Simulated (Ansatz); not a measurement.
Task: a relaxed scan of one distance of B2H2O, SMILES B1BO1, with Ansatz's Python interface. Give the script and its output. Settings (for the species named): B3LYP, def2-SVP basis, multiplicity 1.

```xyz
5

B    -0.7571   -0.3932   -0.0959
B     0.6456    0.3301    0.4626
O     0.2373   -1.0569    0.5304
H    -1.4482   -0.1450   -1.0301
H     1.3724    1.1915    0.0915
```

`relaxed_scan_b2h2o.py`:
```python
# -*- coding: utf-8 -*-
"""One bond of B2H2O held at set lengths while the rest relaxes."""

import ansatz
import numpy as np

system = (
    ansatz.Crystal.molecule()
    .atom("B", (-0.7571, -0.3932, -0.0959))
    .atom("B", (0.6456, 0.3301, 0.4626))
    .atom("O", (0.2373, -1.0569, 0.5304))
    .atom("H", (-1.4482, -0.145, -1.0301))
    .atom("H", (1.3724, 1.1915, 0.0915))
)

calc = (
    system.calculation()
    .basis(gaussian="def2-SVP")
    .functional("b3lyp")
)
symbols = [site.symbol for site in system.cartesian_sites]
pairs = [(0, 1), (0, 2), (0, 3), (1, 2), (1, 4)]
print("held (A)   E (eV)        ", "  ".join(f"{symbols[i]}{i}-{symbols[j]}{j}" for i, j in pairs))
for length in [1.24, 1.35, 1.46, 1.62, 1.82]:
    summary = calc.relax(constraints=[ansatz.DistanceConstraint((0, 2), at=length)], force_tolerance=0.02, max_steps=60).run(threads=1, pin="off").report
    xyz = np.array(summary["positions_ang"])
    print(f"{length:6.2f} {summary['free_energy_ev']:14.5f}  ", "  ".join(f"{np.linalg.norm(xyz[i] - xyz[j]):.3f}" for i, j in pairs))
```

```console
$ python relaxed_scan_b2h2o.py
held (A)   E (eV)         B0-B1  B0-O2  B0-H3  B1-O2  B1-H4
DeckWarning: relax.constraints: the input's atoms, or those drawn, lie off the distances that are held; a relaxation that starts there is brought onto them ahead of its first SCF, by positions alone, an atom by 5.48e-2 Å at the most. With the symmetry detection on, the symmetry is detected on the input's atoms as so brought (as typed, where only the drawn atoms reach the distances), and notices that speak of the structure as typed mean those atoms
  1.24    -3429.16596   1.571  1.240  1.200  1.409  1.192
  1.35    -3429.58508   1.577  1.350  1.196  1.389  1.194
  1.46    -3429.52986   1.587  1.460  1.193  1.373  1.196
  1.62    -3429.10182   1.607  1.620  1.191  1.352  1.199
  1.82    -3428.46148   1.641  1.820  1.191  1.329  1.202
```
(Warnings from the package without file and line, repeats left out.)

Caveats:
- Total energies depend on the basis set; only differences at equal settings carry meaning.
- The energies are electronic: no zero-point or thermal terms, and the basis set is short of its limit.
- b3lyp holds the VWN-RPA fit, as in Gaussian; the form of ORCA and Turbomole is b3lyp5.
- Wall time of the script: 45 s on 1 thread of Arm Neoverse V1 (shared host), peak memory 0.18 GiB.
